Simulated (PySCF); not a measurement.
## Ionisation energy of S by level of theory

S [Ne] 3s2 3p4 (3P) → S+ [Ne] 3s2 3p3 (4S), as a difference of total energies. All numbers are calculated (PySCF 2.14, the non-relativistic Hamiltonian (point nucleus), in aug-cc-pV(D+d)Z (5s4p3d, 32 functions)). Correlated levels: valence: [Ne] frozen. The calculations carry no spin-orbit coupling.

```tsv
method	ionisation energy (eV)	error (eV)
UHF	9.230	-1.106
TPSS	10.440	+0.104
r2SCAN	10.366	+0.030
MP2 (valence)	9.776	-0.560
SCS-MP2 (valence)	9.805	-0.531
CCSD (valence)	9.806	-0.530
CCSD(T) (valence)	9.830	-0.506
```

Reference: 10.336 eV (measured; NIST levels, between the centres of gravity of the two terms).

Errors of the correlated levels include the incompleteness of this basis and the frozen core.
